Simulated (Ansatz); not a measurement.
A nudged elastic band was laid between two geometries of H6N2Si (9 atoms, charge 0, multiplicity 1).

Level of theory: UKS BHLYP-D4/6-31G* in Ansatz 0.2.0.

```
movable images  : 7
climbing image  : yes
spring          : 5.0 eV/Å²
optimiser       : quadratic models (default)
start path      : through a guess of the saddle point
force threshold : 0.03 eV/Å
iteration limit : 58
end points      : relaxed
```

First end point:

```xyz
9
Properties=species:S:1:pos:R:3
N -0.798 0.149 -1.209
Si 0.403 0.388 -0.011
N 0.185 -0.780 1.222
H -0.909 -0.733 -1.674
H -1.133 0.914 -1.762
H 0.237 1.813 0.361
H 1.817 0.199 -0.415
H 0.965 -1.127 1.747
H -0.679 -0.869 1.723
```

Last end point:

```xyz
9
Properties=species:S:1:pos:R:3
N -0.716 -0.069 -1.351
Si 0.166 1.129 -0.417
N 0.247 -0.112 1.314
H -0.278 -0.762 -1.929
H -1.629 0.161 -1.697
H 1.086 0.024 1.862
H 1.559 0.593 -0.711
H 0.205 -1.073 1.005
H -0.551 0.062 1.907
```

Problem. Which bonds break or form, and what moves?

Solution. Bonds broken: Si2–H6. Bonds formed: N3–H6.

Problem. Give the energies along the band, and the barrier.

Solution. The run converged. The highest image is number 4 of 0 to 8, 80.7 kcal/mol above the first end and 44.5 kcal/mol above the last; the last end lies 36.2 kcal/mol above the first. Neighbouring images differ by up to 2.2 eV, so the band resolves the path poorly. A vibrational analysis at the climbing image gives one clearly imaginary mode, 1754i cm⁻¹: a first-order saddle point. The orbitals stay closed-shell, which can raise the energy where a bond breaks towards radicals; this wasn't checked here.

```json
{"image": "0", "path coordinate (Å)": "0.00", "energy (kcal/mol)": "0.0", "Si2–H6 (Å)": "1.48", "N3–H6 (Å)": "2.73"}
{"image": "1", "path coordinate (Å)": "0.65", "energy (kcal/mol)": "0.7", "Si2–H6 (Å)": "1.48", "N3–H6 (Å)": "2.63"}
{"image": "2", "path coordinate (Å)": "1.30", "energy (kcal/mol)": "1.9", "Si2–H6 (Å)": "1.47", "N3–H6 (Å)": "2.52"}
{"image": "3", "path coordinate (Å)": "1.96", "energy (kcal/mol)": "30.4", "Si2–H6 (Å)": "1.48", "N3–H6 (Å)": "2.00"}
{"image": "4", "path coordinate (Å)": "2.61", "energy (kcal/mol)": "80.7", "Si2–H6 (Å)": "1.63", "N3–H6 (Å)": "1.37"}
{"image": "5", "path coordinate (Å)": "3.34", "energy (kcal/mol)": "42.0", "Si2–H6 (Å)": "2.28", "N3–H6 (Å)": "1.01"}
{"image": "6", "path coordinate (Å)": "4.07", "energy (kcal/mol)": "36.5", "Si2–H6 (Å)": "2.70", "N3–H6 (Å)": "1.01"}
{"image": "7", "path coordinate (Å)": "4.80", "energy (kcal/mol)": "36.3", "Si2–H6 (Å)": "2.69", "N3–H6 (Å)": "1.01"}
{"image": "8", "path coordinate (Å)": "5.52", "energy (kcal/mol)": "36.2", "Si2–H6 (Å)": "2.69", "N3–H6 (Å)": "1.01"}
```

Problem. What is the geometry of the highest image?

Solution. 
```xyz
9
Properties=species:S:1:pos:R:3:forces:R:3
N -0.671 0.127 -1.519 0.00 0.00 0.00
Si 0.387 0.620 -0.262 0.00 0.00 0.00
N 0.216 -0.323 1.385 0.00 0.00 0.00
H -0.497 -0.645 -2.136 0.00 0.00 0.00
H -1.568 0.548 -1.663 0.00 0.00 0.00
H 0.426 1.030 1.315 0.00 0.00 0.00
H 1.707 0.054 -0.640 0.00 0.00 0.00
H 0.790 -1.096 1.702 0.00 0.00 0.00
H -0.702 -0.360 1.799 0.00 0.00 0.00
```

The band took 18 iterations and of the order of 6 core-minutes.

Run time: 5.9 min on 1 thread of Arm Neoverse V2, with other jobs on the host, peak memory 0.15 GiB.
